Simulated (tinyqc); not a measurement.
Worked calculation (part 1 of 3): UHF in the sto-6g basis, for CH, spin multiplicity 4. Computed by tinyqc, a small Python program that keeps every step (integrals from PySCF). Settings: charge = 0, multiplicity = 4, basis = sto-6g, energy threshold = 1e-10, iteration cap = 81, orthogonalisation = symmetric, start = Wolfsberg-Helmholz matrix, DIIS depth = 4, damping = 0.5, method = UHF. Command: `OMP_NUM_THREADS=1 python tinyqc.py 27767 27768 out.jsonl` (the two numbers bound the seeds that draw the settings). One thread of a shared host (Intel(R) Xeon(R) Processor @ 2.60GHz), about 0.2 s of CPU time with the checks. Later iterations appear only in the table of the cycle.

## One-electron integrals

Geometry (angstrom):
```
atom         x         y         z
C     0.000000  0.000000  0.000000
H     0.000000  0.000000  0.989000
```

Basis sto-6g: exponents (1/bohr^2) and contraction coefficients of normalised primitives:
```
element  l (shell)    exponent  coefficient
C            s (1)  742.737049     0.009164
C            s (1)  136.180025     0.049361
C            s (1)   38.098264     0.168538
C            s (1)   13.087782     0.370563
C            s (1)    5.082369     0.416492
C            s (1)    2.093200     0.130334
C            s (2)   30.497239    -0.013253
C            s (2)    6.036200    -0.046992
C            s (2)    1.876046    -0.033785
C            s (2)    0.721783     0.250242
C            s (2)    0.313471     0.595117
C            s (2)    0.143687     0.240706
C            p (3)   30.497239     0.003760
C            p (3)    6.036200     0.037679
C            p (3)    1.876046     0.173897
C            p (3)    0.721783     0.418036
C            p (3)    0.313471     0.425860
C            p (3)    0.143687     0.101708
H            s (1)   35.523221     0.009164
H            s (1)    6.513144     0.049361
H            s (1)    1.822143     0.168538
H            s (1)    0.625955     0.370563
H            s (1)    0.243077     0.416492
H            s (1)    0.100112     0.130334
```

Overlap, kinetic and nuclear-attraction integrals over the contracted functions; the nuclear repulsion is the sum of Za Zb / Rab.

nuclear repulsion = 3.21037742 hartree

overlap S, lower triangle:
```
           1C 1s     1C 2s    1C 2px    1C 2py    1C 2pz     2H 1s
1C 1s   1.000000
1C 2s   0.243228  1.000000
1C 2px  0.000000  0.000000  1.000000
1C 2py  0.000000  0.000000  0.000000  1.000000
1C 2pz  0.000000  0.000000  0.000000  0.000000  1.000000
2H 1s   0.081081  0.550749  0.000000  0.000000  0.498851  1.000000
```

kinetic energy T (hartree), lower triangle:
```
            1C 1s     1C 2s    1C 2px    1C 2py    1C 2pz     2H 1s
1C 1s   16.068641
1C 2s   -0.492789  0.492405
1C 2px   0.000000  0.000000  1.479234
1C 2py   0.000000  0.000000  0.000000  1.479234
1C 2pz   0.000000  0.000000  0.000000  0.000000  1.479234
2H 1s   -0.003345  0.143172  0.000000  0.000000  0.323763  0.768522
```

nuclear attraction V (hartree), lower triangle:
```
             1C 1s      1C 2s     1C 2px     1C 2py     1C 2pz      2H 1s
1C 1s   -34.543024
1C 2s    -3.748564  -5.671745
1C 2px    0.000000   0.000000  -5.621407
1C 2py    0.000000   0.000000   0.000000  -5.621407
1C 2pz   -0.021710  -0.197344   0.000000   0.000000  -5.771762
2H 1s    -1.425021  -2.796558   0.000000   0.000000  -2.421955  -4.346587
```

core Hamiltonian H = T + V (hartree), lower triangle:
```
             1C 1s      1C 2s     1C 2px     1C 2py     1C 2pz      2H 1s
1C 1s   -18.474384
1C 2s    -4.241353  -5.179340
1C 2px    0.000000   0.000000  -4.142173
1C 2py    0.000000   0.000000   0.000000  -4.142173
1C 2pz   -0.021710  -0.197344   0.000000   0.000000  -4.292528
2H 1s    -1.428366  -2.653386   0.000000   0.000000  -2.098192  -3.578064
```

## Two-electron integrals

Functions are numbered as in S; the eight-fold symmetry (ij|kl) = (ji|kl) = (kl|ij) leaves the list below.

Two-electron integrals (ij|kl) in chemists' order, unique and non-zero (hartree):
```
(11|11) 3.543743   (21|11) 0.529462   (21|21) 0.100317   (22|11) 0.853596
(22|21) 0.199930   (22|22) 0.624844   (31|31) 0.021271   (32|31) 0.031868
(32|32) 0.138108   (33|11) 0.853598   (33|21) 0.199930   (33|22) 0.624843
(33|33) 0.673218   (41|41) 0.021271   (42|41) 0.031868   (42|42) 0.138108
(43|43) 0.036281   (44|11) 0.853598   (44|21) 0.199930   (44|22) 0.624843
(44|33) 0.600655   (44|44) 0.673218   (51|51) 0.021271   (52|51) 0.031868
(52|52) 0.138108   (53|53) 0.036281   (54|54) 0.036281   (55|11) 0.853598
(55|21) 0.199930   (55|22) 0.624843   (55|33) 0.600655   (55|44) 0.600655
(55|55) 0.673218   (61|11) 0.187231   (61|21) 0.034082   (61|22) 0.066596
(61|33) 0.066342   (61|44) 0.066342   (61|51) 0.002217   (61|52) 0.004242
(61|55) 0.067104   (61|61) 0.011909   (62|11) 0.387374   (62|21) 0.091747
(62|22) 0.308674   (62|33) 0.301987   (62|44) 0.301987   (62|51) 0.009221
(62|52) 0.057627   (62|55) 0.322048   (62|61) 0.031990   (62|62) 0.189917
(63|31) 0.010605   (63|32) 0.051901   (63|53) 0.011693   (63|63) 0.025354
(64|41) 0.010605   (64|42) 0.051901   (64|54) 0.011693   (64|64) 0.025354
(65|11) 0.308117   (65|21) 0.074103   (65|22) 0.264093   (65|33) 0.250740
(65|44) 0.250740   (65|51) 0.017194   (65|52) 0.098196   (65|55) 0.290798
(65|61) 0.027302   (65|62) 0.193596   (65|65) 0.219224   (66|11) 0.516637
(66|21) 0.124716   (66|22) 0.469517   (66|33) 0.444817   (66|44) 0.444817
(66|51) 0.017437   (66|52) 0.138550   (66|55) 0.518918   (66|61) 0.044476
(66|62) 0.348839   (66|65) 0.395382   (66|66) 0.774999
```

## Orthogonalisation

S = U s U^T; symmetric (Loewdin) form X = U s^(-1/2) U^T, so that X^T S X = 1.

eigenvalues of S: 0.249803  0.821916  1.000000  1.000000  1.139749  1.788531

X, lower triangle:
```
            1C 1s      1C 2s    1C 2px    1C 2py     1C 2pz     2H 1s
1C 1s    1.024477
1C 2s   -0.140376   1.231018
1C 2px   0.000000   0.000000  1.000000
1C 2py   0.000000   0.000000  0.000000  1.000000
1C 2pz  -0.012456   0.185245  0.000000  0.000000   1.165129
2H 1s    0.023819  -0.457794  0.000000  0.000000  -0.409154  1.367622
```

## Starting guess

The start is the generalised Wolfsberg-Helmholz matrix (K = 1.75) built on H; D(s) = C_occ C_occ^T for each spin.

D(alpha) at the start, lower triangle:
```
            1C 1s      1C 2s    1C 2px    1C 2py    1C 2pz     2H 1s
1C 1s    1.043355
1C 2s   -0.156378   0.649045
1C 2px   0.000000   0.000000  1.000000
1C 2py   0.000000   0.000000  0.000000  1.000000
1C 2pz   0.083447  -0.321262  0.000000  0.000000  0.753635
2H 1s   -0.105862   0.243900  0.000000  0.000000  0.155997  0.222910
```

D(beta) at the start, lower triangle:
```
            1C 1s     1C 2s    1C 2px    1C 2py    1C 2pz     2H 1s
1C 1s    1.005479
1C 2s   -0.025113  0.194127
1C 2px   0.000000  0.000000  0.000000
1C 2py   0.000000  0.000000  0.000000  0.000000
1C 2pz  -0.063494  0.187986  0.000000  0.000000  0.183570
2H 1s   -0.094412  0.204219  0.000000  0.000000  0.200416  0.219449
```

## Iteration 1: building the Fock matrix

J_ij = sum D_kl (ij|kl) with D = D(alpha) + D(beta), K_ij = sum D_kl (ik|jl) for each spin; F = H + J - K(s); E = tr D H + tr D J / 2 - 0.5 sum_s tr D(s) K(s) + E_nn.

Coulomb J (hartree), lower triangle:
```
            1C 1s     1C 2s    1C 2px    1C 2py    1C 2pz     2H 1s
1C 1s   11.015633
1C 2s    1.980745  4.684367
1C 2px   0.000000  0.000000  4.659550
1C 2py   0.000000  0.000000  0.000000  4.659550
1C 2pz   0.019700  0.145693  0.000000  0.000000  4.734001
2H 1s    0.684953  2.361145  0.000000  0.000000  2.069328  3.668343
```

exchange K(alpha) (hartree), lower triangle:
```
           1C 1s      1C 2s    1C 2px    1C 2py    1C 2pz     2H 1s
1C 1s   3.635803
1C 2s   0.623996   1.019447
1C 2px  0.000000   0.000000  0.871079
1C 2py  0.000000   0.000000  0.000000  0.871079
1C 2pz  0.004029  -0.047407  0.000000  0.000000  0.865642
2H 1s   0.221446   0.565950  0.000000  0.000000  0.431736  0.678633
```

exchange K(beta) (hartree), lower triangle:
```
            1C 1s     1C 2s    1C 2px    1C 2py    1C 2pz     2H 1s
1C 1s    3.542014
1C 2s    0.555333  0.411003
1C 2px   0.000000  0.000000  0.082705
1C 2py   0.000000  0.000000  0.000000  0.082705
1C 2pz  -0.002389  0.313248  0.000000  0.000000  0.371710
2H 1s    0.195426  0.426738  0.000000  0.000000  0.438416  0.619433
```

F(alpha) (hartree), lower triangle:
```
             1C 1s      1C 2s     1C 2px     1C 2py     1C 2pz      2H 1s
1C 1s   -11.094554
1C 2s    -2.884604  -1.514420
1C 2px    0.000000   0.000000  -0.353701
1C 2py    0.000000   0.000000   0.000000  -0.353701
1C 2pz   -0.006039  -0.004245   0.000000   0.000000  -0.424168
2H 1s    -0.964859  -0.858192   0.000000   0.000000  -0.460600  -0.588354
```

F(beta) (hartree), lower triangle:
```
             1C 1s      1C 2s    1C 2px    1C 2py     1C 2pz      2H 1s
1C 1s   -11.000765
1C 2s    -2.815941  -0.905976
1C 2px    0.000000   0.000000  0.434673
1C 2py    0.000000   0.000000  0.000000  0.434673
1C 2pz    0.000379  -0.364900  0.000000  0.000000   0.069763
2H 1s    -0.938839  -0.718980  0.000000  0.000000  -0.467280  -0.529154
```

total energy of this density = -38.10412405 hartree

This density is the starting one.

## Iteration 1: diagonalisation and new density

Diagonalise F' = X^T F X, C = X C', fill 5 alpha and 2 beta electrons from the bottom; D(s) = C_occ C_occ^T; the new density keeps 0.5 of the old one (damping). Each column has its largest component positive (the first on a tie).

F' = X^T F X (alpha) (hartree), lower triangle:
```
            1          2          3          4          5         6
1  -10.885811
2   -1.460344  -0.734732
3    0.000000   0.000000  -0.353701
4    0.000000   0.000000   0.000000  -0.353701
5   -0.029623   0.272208   0.000000   0.000000  -0.156940
6   -0.190548  -0.608657   0.000000   0.000000  -0.527016  0.093519
```

orbital energies (alpha) (hartree): MO1 -11.098433, MO2 -0.873006, MO3 -0.519445, MO4 -0.353701, MO5 -0.353701, MO6 0.806918

coefficients C (alpha):
```
              MO1        MO2        MO3       MO4        MO5        MO6
1C 1s    0.994748  -0.239292   0.084308  0.000000   0.000000   0.126841
1C 2s    0.023344   0.807760  -0.447245  0.000000   0.000000  -0.962265
1C 2px   0.000000   0.000000   0.000000  0.197470   0.980309   0.000000
1C 2py   0.000000   0.000000   0.000000  0.980309  -0.197470   0.000000
1C 2pz   0.004150   0.022387   0.758786  0.000000   0.000000  -0.991529
2H 1s   -0.007524   0.321282   0.365723  0.000000   0.000000   1.418065
```

F' = X^T F X (beta) (hartree), lower triangle:
```
            1          2         3         4          5         6
1  -10.796106
2   -1.476004  -0.122468
3    0.000000   0.000000  0.434673
4    0.000000   0.000000  0.000000  0.434673
5    0.023721  -0.080958  0.000000  0.000000   0.373733
6   -0.194203  -0.551976  0.000000  0.000000  -0.577739  0.112624
```

orbital energies (beta) (hartree): MO1 -11.002867, MO2 -0.652099, MO3 0.286454, MO4 0.434673, MO5 0.434673, MO6 0.936296

coefficients C (beta):
```
              MO1        MO2        MO3        MO4       MO5        MO6
1C 1s    0.996255  -0.159615  -0.202321   0.000000  0.000000   0.105094
1C 2s    0.016885   0.444553   0.914215   0.000000  0.000000  -0.863308
1C 2px   0.000000   0.000000   0.000000   0.877515  0.479549   0.000000
1C 2py   0.000000   0.000000   0.000000  -0.479549  0.877515   0.000000
1C 2pz   0.003082   0.329278  -0.501898   0.000000  0.000000  -1.095020
2H 1s   -0.005644   0.531167  -0.368609   0.000000  0.000000   1.352737
```

D(alpha) after iteration 1, lower triangle:
```
            1C 1s      1C 2s    1C 2px    1C 2py    1C 2pz     2H 1s
1C 1s    1.048623
1C 2s   -0.182077   0.751047
1C 2px   0.000000   0.000000  1.000000
1C 2py   0.000000   0.000000  0.000000  1.000000
1C 2pz   0.073095  -0.321222  0.000000  0.000000  0.664955
2H 1s   -0.079697   0.169837  0.000000  0.000000  0.220332  0.229971
```

D(beta) after iteration 1, lower triangle:
```
            1C 1s     1C 2s    1C 2px    1C 2py    1C 2pz     2H 1s
1C 1s    1.011740
1C 2s   -0.039625  0.196020
1C 2px   0.000000  0.000000  0.000000
1C 2py   0.000000  0.000000  0.000000  0.000000
1C 2pz  -0.056491  0.167210  0.000000  0.000000  0.146002
2H 1s   -0.092409  0.220128  0.000000  0.000000  0.187650  0.250810
```

Within a degenerate level the vectors are fixed only up to a rotation; this is one choice.

## Iteration 2: building the Fock matrix

As before.

Coulomb J (hartree), lower triangle:
```
            1C 1s     1C 2s    1C 2px    1C 2py    1C 2pz     2H 1s
1C 1s   11.011954
1C 2s    1.977997  4.677291
1C 2px   0.000000  0.000000  4.653965
1C 2py   0.000000  0.000000  0.000000  4.653965
1C 2pz   0.019732  0.148739  0.000000  0.000000  4.723944
2H 1s    0.684103  2.360276  0.000000  0.000000  2.070282  3.674165
```

exchange K(alpha) (hartree), lower triangle:
```
           1C 1s      1C 2s    1C 2px    1C 2py    1C 2pz     2H 1s
1C 1s   3.640725
1C 2s   0.620231   1.029022
1C 2px  0.000000   0.000000  0.874974
1C 2py  0.000000   0.000000  0.000000  0.874974
1C 2pz  0.002915  -0.043020  0.000000  0.000000  0.843821
2H 1s   0.221642   0.563132  0.000000  0.000000  0.437487  0.683434
```

exchange K(beta) (hartree), lower triangle:
```
           1C 1s     1C 2s    1C 2px    1C 2py    1C 2pz     2H 1s
1C 1s   3.550379
1C 2s   0.548182  0.416496
1C 2px  0.000000  0.000000  0.083002
1C 2py  0.000000  0.000000  0.000000  0.083002
1C 2pz  0.000571  0.305013  0.000000  0.000000  0.348532
2H 1s   0.194828  0.432918  0.000000  0.000000  0.427628  0.628528
```

F(alpha) (hartree), lower triangle:
```
             1C 1s      1C 2s     1C 2px     1C 2py     1C 2pz      2H 1s
1C 1s   -11.103155
1C 2s    -2.883587  -1.531071
1C 2px    0.000000   0.000000  -0.363181
1C 2py    0.000000   0.000000   0.000000  -0.363181
1C 2pz   -0.004893  -0.005585   0.000000   0.000000  -0.412405
2H 1s    -0.965905  -0.856242   0.000000   0.000000  -0.465397  -0.587334
```

F(beta) (hartree), lower triangle:
```
             1C 1s      1C 2s    1C 2px    1C 2py     1C 2pz      2H 1s
1C 1s   -11.012809
1C 2s    -2.811538  -0.918545
1C 2px    0.000000   0.000000  0.428791
1C 2py    0.000000   0.000000  0.000000  0.428791
1C 2pz   -0.002549  -0.353618  0.000000  0.000000   0.082884
2H 1s    -0.939092  -0.726029  0.000000  0.000000  -0.455539  -0.532428
```

total energy of this density = -38.12830242 hartree

This density is a damped mixture and is not idempotent.

## Iteration 2: DIIS over 2 matrices

error matrix X^T (FDS - SDF) X (alpha):
```
           1          2         3         4          5          6
1   0.000000  -0.035539  0.000000  0.000000  -0.039573   0.059433
2   0.035539   0.000000  0.000000  0.000000   0.077716  -0.067100
3   0.000000   0.000000  0.000000  0.000000   0.000000   0.000000
4   0.000000   0.000000  0.000000  0.000000   0.000000   0.000000
5   0.039573  -0.077716  0.000000  0.000000   0.000000   0.054852
6  -0.059433   0.067100  0.000000  0.000000  -0.054852   0.000000
```

B (overlaps of the stored error matrices):
```
               1              2
1  2.5087847e-01  1.4548411e-01
2  1.4548411e-01  8.5214112e-02
```

Minimise |sum c_i e_i|^2 with sum c_i = 1: solve [B -1; -1 0][c; lambda] = [0; -1] with B_ij = tr e_i^T e_j summed over both spins, and take F = sum c_i F_i.

DIIS coefficients: -1.335642  2.335642

extrapolated F(alpha) (hartree), lower triangle:
```
             1C 1s      1C 2s     1C 2px     1C 2py     1C 2pz      2H 1s
1C 1s   -11.114644
1C 2s    -2.882229  -1.553311
1C 2px    0.000000   0.000000  -0.375842
1C 2py    0.000000   0.000000   0.000000  -0.375842
1C 2pz   -0.003363  -0.007376   0.000000   0.000000  -0.396694
2H 1s    -0.967303  -0.853638   0.000000   0.000000  -0.471805  -0.585972
```

extrapolated F(beta) (hartree), lower triangle:
```
             1C 1s      1C 2s    1C 2px    1C 2py     1C 2pz      2H 1s
1C 1s   -11.028896
1C 2s    -2.805657  -0.935333
1C 2px    0.000000   0.000000  0.420935
1C 2py    0.000000   0.000000  0.000000  0.420935
1C 2pz   -0.006460  -0.338548  0.000000  0.000000   0.100409
2H 1s    -0.939430  -0.735443  0.000000  0.000000  -0.439856  -0.536801
```

## Iteration 2: diagonalisation and new density

As before.

F' = X^T F X (alpha) (hartree), lower triangle:
```
            1          2          3          4          5         6
1  -10.908563
2   -1.445672  -0.798554
3    0.000000   0.000000  -0.375842
4    0.000000   0.000000   0.000000  -0.375842
5   -0.023670   0.268532   0.000000   0.000000  -0.112055
6   -0.199812  -0.583837   0.000000   0.000000  -0.553780  0.099813
```

orbital energies (alpha) (hartree): MO1 -11.118177, MO2 -0.899243, MO3 -0.518147, MO4 -0.375842, MO5 -0.375842, MO6 0.816207

coefficients C (alpha):
```
              MO1        MO2        MO3       MO4        MO5        MO6
1C 1s    0.994986  -0.244614   0.080530  0.000000   0.000000   0.116889
1C 2s    0.022073   0.846781  -0.453611  0.000000   0.000000  -0.925048
1C 2px   0.000000   0.000000   0.000000  0.227955   0.973672   0.000000
1C 2py   0.000000   0.000000   0.000000  0.973672  -0.227955   0.000000
1C 2pz   0.003382   0.023360   0.723511  0.000000   0.000000  -1.017535
2H 1s   -0.006455   0.272072   0.426329  0.000000   0.000000   1.411424
```

F' = X^T F X (beta) (hartree), lower triangle:
```
            1          2         3         4          5         6
1  -10.828835
2   -1.457084  -0.145414
3    0.000000   0.000000  0.420935
4    0.000000   0.000000  0.000000  0.420935
5    0.014038  -0.050166  0.000000  0.000000   0.400913
6   -0.195416  -0.566803  0.000000  0.000000  -0.560694  0.096949
```

orbital energies (beta) (hartree): MO1 -11.030516, MO2 -0.650329, MO3 0.260435, MO4 0.420935, MO5 0.420935, MO6 0.944024

coefficients C (beta):
```
              MO1        MO2        MO3        MO4       MO5        MO6
1C 1s    0.996726  -0.164086  -0.194728   0.000000  0.000000   0.108043
1C 2s    0.014743   0.460510   0.896634   0.000000  0.000000  -0.873363
1C 2px   0.000000   0.000000   0.000000   0.948359  0.317198   0.000000
1C 2py   0.000000   0.000000   0.000000  -0.317198  0.948359   0.000000
1C 2pz   0.003193   0.289828  -0.514681   0.000000  0.000000  -1.100226
2H 1s   -0.004762   0.543491  -0.386001   0.000000  0.000000   1.342958
```

D(alpha) after iteration 2, lower triangle:
```
            1C 1s      1C 2s    1C 2px    1C 2py    1C 2pz     2H 1s
1C 1s    1.052470
1C 2s   -0.201889   0.837168
1C 2px   0.000000   0.000000  1.000000
1C 2py   0.000000   0.000000  0.000000  1.000000
1C 2pz   0.064505  -0.314780  0.000000  0.000000  0.594490
2H 1s   -0.059170   0.103346  0.000000  0.000000  0.267560  0.242896
```

D(beta) after iteration 2, lower triangle:
```
            1C 1s     1C 2s    1C 2px    1C 2py    1C 2pz     2H 1s
1C 1s    1.016064
1C 2s   -0.050246  0.204153
1C 2px   0.000000  0.000000  0.000000
1C 2py   0.000000  0.000000  0.000000  0.000000
1C 2pz  -0.050432  0.150363  0.000000  0.000000  0.115006
2H 1s   -0.093167  0.235170  0.000000  0.000000  0.172577  0.273107
```

Within a degenerate level the vectors are fixed only up to a rotation; this is one choice.
